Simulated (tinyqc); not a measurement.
Inside a calculation (part 1 of 2). Method: MP2 on RHF in the sto-3g basis, frozen core, for CH3-, spin multiplicity 1. The basis has no diffuse functions, so it cannot describe the extra electron: this is an exercise in the method, not the real anion. Computed by tinyqc, a small Python program that keeps every step (integrals from PySCF). Settings: charge = -1, multiplicity = 1, basis = sto-3g, method = RHF, frozen orbitals = 1, energy threshold = 1e-10, iteration cap = 88, orthogonalisation = symmetric, start = atomic densities, DIIS depth = 6. Command: `OMP_NUM_THREADS=1 python tinyqc.py 27857 27858 out.jsonl` (the two numbers bound the seeds that draw the settings). One thread of a shared host (Intel(R) Xeon(R) Processor @ 2.60GHz), about 0.2 s of CPU time with the checks. Later iterations appear only in the table of the cycle.

## One-electron integrals

Geometry (angstrom):
```
atom         x         y        z
C      0.00000   0.00000  0.01500
H      1.20100   0.00000  0.00000
H     -0.60100   1.04000  0.00000
H     -0.60100  -1.04000  0.00000
```

Basis sto-3g: exponents (1/bohr^2) and contraction coefficients of normalised primitives:
```
element  l (shell)  exponent  coefficient
C            s (1)  71.61684      0.15433
C            s (1)  13.04510      0.53533
C            s (1)   3.53051      0.44463
C            s (2)   2.94125     -0.09997
C            s (2)   0.68348      0.39951
C            s (2)   0.22229      0.70012
C            p (3)   2.94125      0.15592
C            p (3)   0.68348      0.60768
C            p (3)   0.22229      0.39196
H            s (1)   3.42525      0.15433
H            s (1)   0.62391      0.53533
H            s (1)   0.16886      0.44463
```

Overlap, kinetic and nuclear-attraction integrals over the contracted functions; the nuclear repulsion is the sum of Za Zb / Rab.

nuclear repulsion = 8.6927927 hartree

overlap S, order 1C 1s, 1C 2s, 1C 2px, 1C 2py, 1C 2pz, 2H 1s, 3H 1s, 4H 1s:
$$\begin{pmatrix}
1.00000 & 0.24836 & 0.00000 & 0.00000 & 0.00000 & 0.04809 & 0.04807 & 0.04807 \\
0.24836 & 1.00000 & 0.00000 & 0.00000 & 0.00000 & 0.42881 & 0.42872 & 0.42872 \\
0.00000 & 0.00000 & 1.00000 & 0.00000 & 0.00000 & 0.42690 & -0.21357 & -0.21357 \\
0.00000 & 0.00000 & 0.00000 & 1.00000 & 0.00000 & 0.00000 & 0.36957 & -0.36957 \\
0.00000 & 0.00000 & 0.00000 & 0.00000 & 1.00000 & -0.00533 & -0.00533 & -0.00533 \\
0.04809 & 0.42881 & 0.42690 & 0.00000 & -0.00533 & 1.00000 & 0.10430 & 0.10430 \\
0.04807 & 0.42872 & -0.21357 & 0.36957 & -0.00533 & 0.10430 & 1.00000 & 0.10440 \\
0.04807 & 0.42872 & -0.21357 & -0.36957 & -0.00533 & 0.10430 & 0.10440 & 1.00000
\end{pmatrix}$$

kinetic energy T (hartree), order 1C 1s, 1C 2s, 1C 2px, 1C 2py, 1C 2pz, 2H 1s, 3H 1s, 4H 1s:
$$\begin{pmatrix}
15.89112 & -0.08589 & 0.00000 & 0.00000 & 0.00000 & -0.01224 & -0.01224 & -0.01224 \\
-0.08589 & 0.47225 & 0.00000 & 0.00000 & 0.00000 & 0.07421 & 0.07417 & 0.07417 \\
0.00000 & 0.00000 & 1.47773 & 0.00000 & 0.00000 & 0.19769 & -0.09887 & -0.09887 \\
0.00000 & 0.00000 & 0.00000 & 1.47773 & 0.00000 & 0.00000 & 0.17109 & -0.17109 \\
0.00000 & 0.00000 & 0.00000 & 0.00000 & 1.47773 & -0.00247 & -0.00247 & -0.00247 \\
-0.01224 & 0.07421 & 0.19769 & 0.00000 & -0.00247 & 0.76003 & -0.01088 & -0.01088 \\
-0.01224 & 0.07417 & -0.09887 & 0.17109 & -0.00247 & -0.01088 & 0.76003 & -0.01088 \\
-0.01224 & 0.07417 & -0.09887 & -0.17109 & -0.00247 & -0.01088 & -0.01088 & 0.76003
\end{pmatrix}$$

nuclear attraction V (hartree), order 1C 1s, 1C 2s, 1C 2px, 1C 2py, 1C 2pz, 2H 1s, 3H 1s, 4H 1s:
$$\begin{pmatrix}
-34.97436 & -4.52047 & 0.00001 & 0.00000 & 0.00052 & -0.88792 & -0.88758 & -0.88758 \\
-4.52047 & -6.48908 & 0.00007 & 0.00000 & 0.00559 & -2.29337 & -2.29280 & -2.29280 \\
0.00001 & 0.00007 & -6.49916 & 0.00000 & 0.00000 & -2.10576 & 1.05344 & 1.05344 \\
0.00000 & 0.00000 & 0.00000 & -6.49899 & 0.00000 & 0.00000 & -1.82286 & 1.82286 \\
0.00052 & 0.00559 & 0.00000 & 0.00000 & -6.34222 & 0.02745 & 0.02744 & 0.02744 \\
-0.88792 & -2.29337 & -2.10576 & 0.00000 & 0.02745 & -4.34195 & -0.50740 & -0.50740 \\
-0.88758 & -2.29280 & 1.05344 & -1.82286 & 0.02744 & -0.50740 & -4.34168 & -0.50780 \\
-0.88758 & -2.29280 & 1.05344 & 1.82286 & 0.02744 & -0.50740 & -0.50780 & -4.34168
\end{pmatrix}$$

core Hamiltonian H = T + V (hartree), order 1C 1s, 1C 2s, 1C 2px, 1C 2py, 1C 2pz, 2H 1s, 3H 1s, 4H 1s:
$$\begin{pmatrix}
-19.08324 & -4.60636 & 0.00001 & 0.00000 & 0.00052 & -0.90016 & -0.89982 & -0.89982 \\
-4.60636 & -6.01683 & 0.00007 & 0.00000 & 0.00559 & -2.21916 & -2.21864 & -2.21864 \\
0.00001 & 0.00007 & -5.02144 & 0.00000 & 0.00000 & -1.90808 & 0.95457 & 0.95457 \\
0.00000 & 0.00000 & 0.00000 & -5.02126 & 0.00000 & 0.00000 & -1.65178 & 1.65178 \\
0.00052 & 0.00559 & 0.00000 & 0.00000 & -4.86449 & 0.02498 & 0.02497 & 0.02497 \\
-0.90016 & -2.21916 & -1.90808 & 0.00000 & 0.02498 & -3.58192 & -0.51828 & -0.51828 \\
-0.89982 & -2.21864 & 0.95457 & -1.65178 & 0.02497 & -0.51828 & -3.58165 & -0.51868 \\
-0.89982 & -2.21864 & 0.95457 & 1.65178 & 0.02497 & -0.51828 & -0.51868 & -3.58165
\end{pmatrix}$$

## Two-electron integrals

Functions are numbered as in S; the eight-fold symmetry (ij|kl) = (ji|kl) = (kl|ij) leaves the list below.

Two-electron integrals (ij|kl) in chemists' order, unique and non-zero (hartree):
```
(11|11) 3.54195     (21|11) 0.57692     (21|21) 0.11189     (22|11) 0.85468
(22|21) 0.20528     (22|22) 0.62471     (31|31) 0.02030     (32|31) 0.03086
(32|32) 0.13800     (33|11) 0.85244     (33|21) 0.20534     (33|22) 0.62457
(33|33) 0.67283     (41|41) 0.02030     (42|41) 0.03086     (42|42) 0.13800
(43|43) 0.03627     (44|11) 0.85244     (44|21) 0.20534     (44|22) 0.62457
(44|33) 0.60030     (44|44) 0.67283     (51|51) 0.02030     (52|51) 0.03086
(52|52) 0.13800     (53|53) 0.03627     (54|54) 0.03627     (55|11) 0.85244
(55|21) 0.20534     (55|22) 0.62457     (55|33) 0.60030     (55|44) 0.60030
(55|55) 0.67283     (61|11) 0.11227     (61|21) 0.02165     (61|22) 0.03968
(61|31) 0.00131     (61|32) 0.00245     (61|33) 0.03996     (61|44) 0.03954
(61|51) -1.64e-05   (61|52) -3.07e-05   (61|53) -5.26e-06   (61|55) 0.03954
(61|61) 0.00428     (62|11) 0.27884     (62|21) 0.06792     (62|22) 0.22859
(62|31) 0.00646     (62|32) 0.04523     (62|33) 0.23951     (62|44) 0.22302
(62|51) -0.00008    (62|52) -0.00056    (62|53) -0.00021    (62|55) 0.22303
(62|61) 0.01372     (62|62) 0.11124     (63|11) 0.24129     (63|21) 0.05951
(63|22) 0.21240     (63|31) 0.01170     (63|32) 0.07501     (63|33) 0.23349
(63|44) 0.20173     (63|51) -0.00006    (63|52) -0.00049    (63|53) -0.00029
(63|55) 0.20173     (63|61) 0.01256     (63|62) 0.12270     (63|63) 0.14626
(64|41) 0.00678     (64|42) 0.03616     (64|43) 0.00876     (64|54) -0.00011
(64|64) 0.01338     (65|11) -0.00301    (65|21) -0.00074    (65|22) -0.00265
(65|31) -0.00006    (65|32) -0.00049    (65|33) -0.00270    (65|44) -0.00252
(65|51) 0.00678     (65|52) 0.03616     (65|53) 0.00876     (65|55) -0.00274
(65|61) -0.00016    (65|62) -0.00153    (65|63) -0.00166    (65|65) 0.01340
(66|11) 0.43403     (66|21) 0.10751     (66|22) 0.41212     (66|31) 0.01258
(66|32) 0.11913     (66|33) 0.45499     (66|44) 0.39041     (66|51) -0.00016
(66|52) -0.00149    (66|53) -0.00081    (66|55) 0.39042     (66|61) 0.02201
(66|62) 0.25649     (66|63) 0.31205     (66|65) -0.00390    (66|66) 0.77461
(71|11) 0.11222     (71|21) 0.02164     (71|22) 0.03966     (71|31) -0.00066
(71|32) -0.00123    (71|33) 0.03963     (71|41) 0.00114     (71|42) 0.00212
(71|43) -0.00018    (71|44) 0.03984     (71|51) -1.64e-05   (71|52) -3.06e-05
(71|53) 2.63e-06    (71|54) -4.55e-06   (71|55) 0.03953     (71|61) 0.00414
(71|62) 0.01286     (71|63) 0.01102     (71|64) 0.00045     (71|65) -0.00015
(71|66) 0.02025     (71|71) 0.00428     (72|11) 0.27877     (72|21) 0.06790
(72|22) 0.22854     (72|31) -0.00323    (72|32) -0.02263    (72|33) 0.22709
(72|41) 0.00559     (72|42) 0.03916     (72|43) -0.00714    (72|44) 0.23533
(72|51) -0.00008    (72|52) -0.00056    (72|53) 0.00010     (72|54) -0.00018
(72|55) 0.22297     (72|61) 0.01286     (72|62) 0.07796     (72|63) 0.06762
(72|64) 0.00923     (72|65) -0.00104    (72|66) 0.13878     (72|71) 0.01371
(72|72) 0.11119     (73|11) -0.12070    (73|21) -0.02977    (73|22) -0.10625
(73|31) 0.00801     (73|32) 0.04587     (73|33) -0.11146    (73|41) -0.00213
(73|42) -0.01683    (73|43) 0.01067     (73|44) -0.10626    (73|51) 3.07e-05
(73|52) 0.00024     (73|53) -0.00015    (73|54) 0.00008     (73|55) -0.10092
(73|61) -0.00513    (73|62) -0.02584    (73|63) -0.01466    (73|64) -0.00224
(73|65) 0.00034     (73|66) -0.03863    (73|71) -0.00628    (73|72) -0.06137
(73|73) 0.04663     (74|11) 0.20887     (74|21) 0.05152     (74|22) 0.18386
(74|31) -0.00213    (74|32) -0.01683    (74|33) 0.17772     (74|41) 0.01047
(74|42) 0.06527     (74|43) -0.00972    (74|44) 0.19904     (74|51) -0.00005
(74|52) -0.00042    (74|53) 0.00008     (74|54) -0.00024    (74|55) 0.17463
(74|61) 0.00977     (74|62) 0.06316     (74|63) 0.05454     (74|64) 0.01557
(74|65) -0.00083    (74|66) 0.11318     (74|71) 0.01087     (74|72) 0.10620
(74|73) -0.05755    (74|74) 0.11296     (75|11) -0.00301    (75|21) -0.00074
(75|22) -0.00265    (75|31) 3.07e-05    (75|32) 0.00024     (75|33) -0.00256
(75|41) -0.00005    (75|42) -0.00042    (75|43) 0.00008     (75|44) -0.00265
(75|51) 0.00678     (75|52) 0.03615     (75|53) -0.00438    (75|54) 0.00758
(75|55) -0.00274    (75|61) -0.00015    (75|62) -0.00104    (75|63) -0.00089
(75|64) -0.00012    (75|65) 0.00873     (75|66) -0.00197    (75|71) -0.00016
(75|72) -0.00153    (75|73) 0.00083     (75|74) -0.00144    (75|75) 0.01340
(76|11) 0.06065     (76|21) 0.01482     (76|22) 0.05165     (76|31) 0.00059
(76|32) 0.00439     (76|33) 0.05211     (76|41) 0.00102     (76|42) 0.00760
(76|43) 0.00033     (76|44) 0.05249     (76|51) -2.94e-05   (76|52) -0.00022
(76|53) -2.98e-05   (76|54) -0.00005    (76|55) 0.05029     (76|61) 0.00292
(76|62) 0.02231     (76|63) 0.02284     (76|64) 0.00243     (76|65) -0.00034
(76|66) 0.04785     (76|71) 0.00292     (76|72) 0.02230     (76|73) -0.00932
(76|74) 0.02099     (76|75) -0.00034    (76|76) 0.00554     (77|11) 0.43398
(77|21) 0.10749     (77|22) 0.41207     (77|31) -0.00629    (77|32) -0.05960
(77|33) 0.40654     (77|41) 0.01089     (77|42) 0.10314     (77|43) -0.02797
(77|44) 0.43878     (77|51) -0.00016    (77|52) -0.00149    (77|53) 0.00040
(77|54) -0.00070    (77|55) 0.39038     (77|61) 0.02026     (77|62) 0.13880
(77|63) 0.11734     (77|64) 0.02319     (77|65) -0.00197    (77|66) 0.25371
(77|71) 0.02200     (77|72) 0.25642     (77|73) -0.15610    (77|74) 0.27012
(77|75) -0.00390    (77|76) 0.04785     (77|77) 0.77461     (81|11) 0.11222
(81|21) 0.02164     (81|22) 0.03966     (81|31) -0.00066    (81|32) -0.00123
(81|33) 0.03963     (81|41) -0.00114    (81|42) -0.00212    (81|43) 0.00018
(81|44) 0.03984     (81|51) -1.64e-05   (81|52) -3.06e-05   (81|53) 2.63e-06
(81|54) 4.55e-06    (81|55) 0.03953     (81|61) 0.00414     (81|62) 0.01286
(81|63) 0.01102     (81|64) -0.00045    (81|65) -0.00015    (81|66) 0.02025
(81|71) 0.00414     (81|72) 0.01285     (81|73) -0.00590    (81|74) 0.00932
(81|75) -0.00015    (81|76) 0.00277     (81|77) 0.02025     (81|81) 0.00428
(82|11) 0.27877     (82|21) 0.06790     (82|22) 0.22854     (82|31) -0.00323
(82|32) -0.02263    (82|33) 0.22709     (82|41) -0.00559    (82|42) -0.03916
(82|43) 0.00714     (82|44) 0.23533     (82|51) -0.00008    (82|52) -0.00056
(82|53) 0.00010     (82|54) 0.00018     (82|55) 0.22297     (82|61) 0.01286
(82|62) 0.07796     (82|63) 0.06762     (82|64) -0.00923    (82|65) -0.00104
(82|66) 0.13878     (82|71) 0.01285     (82|72) 0.07795     (82|73) -0.04183
(82|74) 0.05393     (82|75) -0.00104    (82|76) 0.01673     (82|77) 0.13880
(82|81) 0.01371     (82|82) 0.11119     (83|11) -0.12070    (83|21) -0.02977
(83|22) -0.10625    (83|31) 0.00801     (83|32) 0.04587     (83|33) -0.11146
(83|41) 0.00213     (83|42) 0.01683     (83|43) -0.01067    (83|44) -0.10626
(83|51) 3.07e-05    (83|52) 0.00024     (83|53) -0.00015    (83|54) -0.00008
(83|55) -0.10092    (83|61) -0.00513    (83|62) -0.02584    (83|63) -0.01466
(83|64) 0.00224     (83|65) 0.00034     (83|66) -0.03863    (83|71) -0.00590
(83|72) -0.04183    (83|73) 0.03070     (83|74) -0.02841    (83|75) 0.00055
(83|76) -0.00695    (83|77) -0.07882    (83|81) -0.00628    (83|82) -0.06137
(83|83) 0.04663     (84|11) -0.20887    (84|21) -0.05152    (84|22) -0.18386
(84|31) 0.00213     (84|32) 0.01683     (84|33) -0.17772    (84|41) 0.01047
(84|42) 0.06527     (84|43) -0.00972    (84|44) -0.19904    (84|51) 0.00005
(84|52) 0.00042     (84|53) -0.00008    (84|54) -0.00024    (84|55) -0.17463
(84|61) -0.00977    (84|62) -0.06316    (84|63) -0.05454    (84|64) 0.01557
(84|65) 0.00083     (84|66) -0.11318    (84|71) -0.00932    (84|72) -0.05393
(84|73) 0.02841     (84|74) -0.02972    (84|75) 0.00071     (84|76) -0.01203
(84|77) -0.09000    (84|81) -0.01087    (84|82) -0.10620    (84|83) 0.05755
(84|84) 0.11296     (85|11) -0.00301    (85|21) -0.00074    (85|22) -0.00265
(85|31) 3.07e-05    (85|32) 0.00024     (85|33) -0.00256    (85|41) 0.00005
(85|42) 0.00042     (85|43) -0.00008    (85|44) -0.00265    (85|51) 0.00678
(85|52) 0.03615     (85|53) -0.00438    (85|54) -0.00758    (85|55) -0.00274
(85|61) -0.00015    (85|62) -0.00104    (85|63) -0.00089    (85|64) 0.00012
(85|65) 0.00873     (85|66) -0.00197    (85|71) -0.00015    (85|72) -0.00104
(85|73) 0.00055     (85|74) -0.00071    (85|75) 0.00873     (85|76) -0.00025
(85|77) -0.00197    (85|81) -0.00016    (85|82) -0.00153    (85|83) 0.00083
(85|84) 0.00144     (85|85) 0.01340     (86|11) 0.06065     (86|21) 0.01482
(86|22) 0.05165     (86|31) 0.00059     (86|32) 0.00439     (86|33) 0.05211
(86|41) -0.00102    (86|42) -0.00760    (86|43) -0.00033    (86|44) 0.05249
(86|51) -2.94e-05   (86|52) -0.00022    (86|53) -2.98e-05   (86|54) 0.00005
(86|55) 0.05029     (86|61) 0.00292     (86|62) 0.02231     (86|63) 0.02284
(86|64) -0.00243    (86|65) -0.00034    (86|66) 0.04785     (86|71) 0.00277
(86|72) 0.01673     (86|73) -0.00695    (86|74) 0.01203     (86|75) -0.00025
(86|76) 0.00434     (86|77) 0.02948     (86|81) 0.00292     (86|82) 0.02230
(86|83) -0.00932    (86|84) -0.02099    (86|85) -0.00034    (86|86) 0.00554
(87|11) 0.06069     (87|21) 0.01483     (87|22) 0.05169     (87|31) -0.00118
(87|32) -0.00879    (87|33) 0.05272     (87|44) 0.05196     (87|51) -2.94e-05
(87|52) -0.00022    (87|53) 0.00006     (87|55) 0.05033     (87|61) 0.00277
(87|62) 0.01675     (87|63) 0.01390     (87|65) -0.00025    (87|66) 0.02950
(87|71) 0.00292     (87|72) 0.02232     (87|73) -0.01355    (87|74) 0.01858
(87|75) -0.00034    (87|76) 0.00434     (87|77) 0.04790     (87|81) 0.00292
(87|82) 0.02232     (87|83) -0.01355    (87|84) -0.01858    (87|85) -0.00034
(87|86) 0.00434     (87|87) 0.00555     (88|11) 0.43398     (88|21) 0.10749
(88|22) 0.41207     (88|31) -0.00629    (88|32) -0.05960    (88|33) 0.40654
(88|41) -0.01089    (88|42) -0.10314    (88|43) 0.02797     (88|44) 0.43878
(88|51) -0.00016    (88|52) -0.00149    (88|53) 0.00040     (88|54) 0.00070
(88|55) 0.39038     (88|61) 0.02026     (88|62) 0.13880     (88|63) 0.11734
(88|64) -0.02319    (88|65) -0.00197    (88|66) 0.25371     (88|71) 0.02025
(88|72) 0.13880     (88|73) -0.07882    (88|74) 0.09000     (88|75) -0.00197
(88|76) 0.02948     (88|77) 0.25378     (88|81) 0.02200     (88|82) 0.25642
(88|83) -0.15610    (88|84) -0.27012    (88|85) -0.00390    (88|86) 0.04785
(88|87) 0.04790     (88|88) 0.77461
```

## Orthogonalisation

S = U s U^T; symmetric (Loewdin) form X = U s^(-1/2) U^T, so that X^T S X = 1.

eigenvalues of S: [0.32680, 0.42234, 0.42256, 0.97060, 1.00029, 1.47305, 1.47340, 1.91096]

X, order 1C 1s, 1C 2s, 1C 2px, 1C 2py, 1C 2pz, 2H 1s, 3H 1s, 4H 1s:
$$\begin{pmatrix}
1.02792 & -0.15937 & 0.00000 & 0.00000 & 0.00036 & 0.02393 & 0.02393 & 0.02393 \\
-0.15937 & 1.31327 & -0.00002 & 0.00000 & -0.00351 & -0.27799 & -0.27791 & -0.27791 \\
0.00000 & -0.00002 & 1.14583 & 0.00000 & 0.00000 & -0.29038 & 0.14525 & 0.14525 \\
0.00000 & 0.00000 & 0.00000 & 1.14565 & 0.00000 & 0.00000 & -0.25134 & 0.25134 \\
0.00036 & -0.00351 & 0.00000 & 0.00000 & 1.00004 & 0.00339 & 0.00338 & 0.00338 \\
0.02393 & -0.27799 & -0.29038 & 0.00000 & 0.00339 & 1.19330 & -0.02347 & -0.02347 \\
0.02393 & -0.27791 & 0.14525 & -0.25134 & 0.00338 & -0.02347 & 1.19321 & -0.02344 \\
0.02393 & -0.27791 & 0.14525 & 0.25134 & 0.00338 & -0.02347 & -0.02344 & 1.19321
\end{pmatrix}$$

## Starting guess

The start is atomic minimal-basis densities projected into this basis (PySCF's MINAO start) and scaled to the electron count of each spin; this density is not idempotent, so its energy is not variational and may lie below the converged one.

D at the start, order 1C 1s, 1C 2s, 1C 2px, 1C 2py, 1C 2pz, 2H 1s, 3H 1s, 4H 1s:
$$\begin{pmatrix}
2.37742 & -0.55331 & -0.00001 & 0.00000 & -0.00047 & -0.02381 & -0.02381 & -0.02381 \\
-0.55331 & 2.25641 & 0.00003 & 0.00000 & 0.00174 & 0.08881 & 0.08880 & 0.08880 \\
-0.00001 & 0.00003 & 0.65648 & 0.00000 & 0.00000 & 0.06812 & -0.03407 & -0.03407 \\
0.00000 & 0.00000 & 0.00000 & 0.65657 & 0.00000 & 0.00000 & 0.05898 & -0.05898 \\
-0.00047 & 0.00174 & 0.00000 & 0.00000 & 0.73170 & -0.00055 & -0.00055 & -0.00055 \\
-0.02381 & 0.08881 & 0.06812 & 0.00000 & -0.00055 & 1.05941 & 0.03507 & 0.03507 \\
-0.02381 & 0.08880 & -0.03407 & 0.05898 & -0.00055 & 0.03507 & 1.05942 & 0.03512 \\
-0.02381 & 0.08880 & -0.03407 & -0.05898 & -0.00055 & 0.03507 & 0.03512 & 1.05942
\end{pmatrix}$$

## Iteration 1: building the Fock matrix

J_ij = sum D_kl (ij|kl), K_ij = sum D_kl (ik|jl); F = H + J - 0.5 K; E = tr D H + tr D J / 2 - 0.25 tr D K + E_nn.

Coulomb J (hartree), order 1C 1s, 1C 2s, 1C 2px, 1C 2py, 1C 2pz, 2H 1s, 3H 1s, 4H 1s:
$$\begin{pmatrix}
13.07705 & 2.53302 & -0.00001 & 0.00000 & -0.00051 & 0.49157 & 0.49138 & 0.49138 \\
2.53302 & 6.01496 & -0.00007 & 0.00000 & -0.00494 & 2.22127 & 2.22076 & 2.22076 \\
-0.00001 & -0.00007 & 6.04462 & 0.00000 & 0.00000 & 2.08273 & -1.04193 & -1.04193 \\
0.00000 & 0.00000 & 0.00000 & 6.04451 & 0.00000 & 0.00000 & 1.80296 & -1.80296 \\
-0.00051 & -0.00494 & 0.00000 & 0.00000 & 5.93616 & -0.02712 & -0.02711 & -0.02711 \\
0.49157 & 2.22127 & 2.08273 & 0.00000 & -0.02712 & 4.21685 & 0.50200 & 0.50200 \\
0.49138 & 2.22076 & -1.04193 & 1.80296 & -0.02711 & 0.50200 & 4.21662 & 0.50241 \\
0.49138 & 2.22076 & -1.04193 & -1.80296 & -0.02711 & 0.50200 & 0.50241 & 4.21662
\end{pmatrix}$$

exchange K (hartree), order 1C 1s, 1C 2s, 1C 2px, 1C 2py, 1C 2pz, 2H 1s, 3H 1s, 4H 1s:
$$\begin{pmatrix}
8.08676 & 1.41839 & 0.00000 & 0.00000 & -0.00061 & 0.30556 & 0.30545 & 0.30545 \\
1.41839 & 2.23102 & -0.00004 & 0.00000 & -0.00524 & 1.01749 & 1.01728 & 1.01728 \\
0.00000 & -0.00004 & 1.14921 & 0.00000 & 0.00000 & 0.63041 & -0.31540 & -0.31540 \\
0.00000 & 0.00000 & 0.00000 & 1.14896 & 0.00000 & 0.00000 & 0.54571 & -0.54571 \\
-0.00061 & -0.00524 & 0.00000 & 0.00000 & 0.93172 & -0.00900 & -0.00900 & -0.00900 \\
0.30556 & 1.01749 & 0.63041 & 0.00000 & -0.00900 & 1.29213 & 0.32321 & 0.32321 \\
0.30545 & 1.01728 & -0.31540 & 0.54571 & -0.00900 & 0.32321 & 1.29198 & 0.32338 \\
0.30545 & 1.01728 & -0.31540 & -0.54571 & -0.00900 & 0.32321 & 0.32338 & 1.29198
\end{pmatrix}$$

Fock matrix F (hartree), order 1C 1s, 1C 2s, 1C 2px, 1C 2py, 1C 2pz, 2H 1s, 3H 1s, 4H 1s:
$$\begin{pmatrix}
-10.04957 & -2.78253 & 0.00000 & 0.00000 & 0.00032 & -0.56137 & -0.56116 & -0.56116 \\
-2.78253 & -1.11738 & 0.00002 & 0.00000 & 0.00328 & -0.50663 & -0.50652 & -0.50652 \\
0.00000 & 0.00002 & 0.44858 & 0.00000 & 0.00000 & -0.14055 & 0.07034 & 0.07034 \\
0.00000 & 0.00000 & 0.00000 & 0.44877 & 0.00000 & 0.00000 & -0.12167 & 0.12167 \\
0.00032 & 0.00328 & 0.00000 & 0.00000 & 0.60581 & 0.00236 & 0.00236 & 0.00236 \\
-0.56137 & -0.50663 & -0.14055 & 0.00000 & 0.00236 & -0.01113 & -0.17789 & -0.17789 \\
-0.56116 & -0.50652 & 0.07034 & -0.12167 & 0.00236 & -0.17789 & -0.01102 & -0.17795 \\
-0.56116 & -0.50652 & 0.07034 & 0.12167 & 0.00236 & -0.17789 & -0.17795 & -0.01102
\end{pmatrix}$$

total energy of this density = -41.2813507 hartree

This density is the starting one; it is not idempotent, so its energy is not variational and may lie below the converged one.
